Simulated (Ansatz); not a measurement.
Barrier CH3 (SMILES [CH3]) + H2 via CH5, on the benchmark's geometries as Psi4's copy gives them; open shells unrestricted, no zero-point energy, no spin–orbit coupling.
Transition structure (charge 0, multiplicity 2, Z-matrix in Å and degrees):
```
C
H 1 1.0831
H 1 1.0831 2 114.76
H 1 1.0831 2 114.76 3 136.09
H 1 1.3826 2 103.46 3 -111.96
H 5 0.9041 2 147.17 1 180.00
```

Correlated levels freeze the cores. CBS(a, b) extrapolates the correlation energy as X⁻³ and adds the Hartree–Fock energy of set b.

Programs: Ansatz (a program for electronic structure). Values without a source in brackets are computed.

Barrier heights (kcal/mol): PBE/def2-TZVPPD 3.79; B3LYP/def2-TZVPPD 8.71; wB97M-V/def2-TZVPPD 10.22; CCSD(T)/CBS(aug-cc-pVDZ, aug-cc-pVTZ) 11.71.

Task: With all else equal, by what factor does exp(−ΔE‡/RT) at 298.15 K differ from its value at CCSD(T)/CBS(aug-cc-pVDZ, aug-cc-pVTZ)?

Result: 
RT = 0.5925 kcal/mol, so the factor is exp(−(ΔE‡ − 11.71)/RT): PBE/def2-TZVPPD 640000; B3LYP/def2-TZVPPD 160; wB97M-V/def2-TZVPPD 12. Each 1.36 kcal/mol is a factor of ten. CCSD(T)/CBS(aug-cc-pVDZ, aug-cc-pVTZ) is the comparison, a level with limits of its own.
